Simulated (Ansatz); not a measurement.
# Na2− (doublet): wave-function methods side by side at distance Na1–Na2 = 5.679 Å, aug-cc-pVTZ

One table from this session's results is given with a row withheld; the runs are named, their logs left out.

Program: Ansatz 0.2.0, Gaussian basis. Level of theory: aug-cc-pVTZ, core rule «outside noble gas», up to 10 orbitals frozen. These are calculated values, not measurements.

The runs, in order: UHF; CCSD(T) on ROHF; CCSD(T) on UHF; BCCD(T) on ROHF; CCSDT on ROHF; CCSDT on UHF; Full CI.

51 further runs of the same task are left out: 22 for a known fault of the program, 25 that didn't finish, 4 set aside as unsound or not needed. Runs told in other sessions of the task aren't counted.

### The system

The geometry derives from a PBE0/def2-TZVPD stationary point (not a proven minimum). One bond is set to the value named and the two fragments are kept rigid.

2 atoms, charge -1, spin multiplicity 2.

Atoms are counted from 1 here; the program's logs count them from 0.

No contacts short enough for the rule that draws bonds.

The first run:

Input file in.yaml:

```yaml
crystal:
  periodic: [false, false, false]
  atoms:
    - {symbol: Na, position_ang: [0.000000, 0.000000, 0.000000]}
    - {symbol: Na, position_ang: [0.000000, 0.000000, 5.679000]}
basis:
  gaussian: {orbitals: aug-cc-pVTZ}
total_charge: -1
magnetization: {spin_polarized: true, initial_magnetization: 1}
hamiltonian: {xc: hf}
output: {orbitals: {seedname: orbitals}}
```

Run with:

```
ansatz run in.yaml --threads 1 --pin off --events-out ev --progress --plain --max-ram 2393MiB
```

Steps of the session up to this table: UHF; CCSD(T) on ROHF; CCSD(T) on UHF; BCCD(T) on ROHF; CCSDT on ROHF; CCSDT on UHF; Full CI.

One of the session's tables, all rows but one given; the rest of the session is left out.

```
  method  from FCI (kJ/mol)
     UHF              +61.9
    RMP2              +29.3
    UMP2              +34.2
   RCCSD               +4.3
   UCCSD               +2.2
RCCSD(T)                  ?
UCCSD(T)               +1.0
 BCCD(T)               +1.3
  RCCSDT                0.0
  UCCSDT                0.0
     FCI                  0
```

Q: Estimate the row for RCCSD(T) from the others.

The run gave: from FCI (kJ/mol): +1.2. In the column «from FCI (kJ/mol)» it lies between UCCSD(T) (+1.0) and BCCD(T) (+1.3).

Left out of the table: ROHF (another determinant or state than the rows shown).

Limits of these values: The determinant of HF (⟨S²⟩ 1.26) is far from a pure spin state, so its energy mixes those of several spin states; that is harmless only where they are near-degenerate. The determinant of CCSD(T) (⟨S²⟩ 1.26) is far from a pure spin state, so its energy mixes those of several spin states; high orders of coupled cluster remove much of that, low ones don't. The determinant of CCSDT (⟨S²⟩ 1.26) is far from a pure spin state, so its energy mixes those of several spin states; high orders of coupled cluster remove much of that, low ones don't. Levels on UHF freeze UHF's core orbitals, full CI those of ROHF, so the U rows can settle a little off it for that reason alone. Restricted and unrestricted rows rest on different reference determinants; a gap between their highest levels can come from leftover correlation error, from unlike frozen cores or from another state.
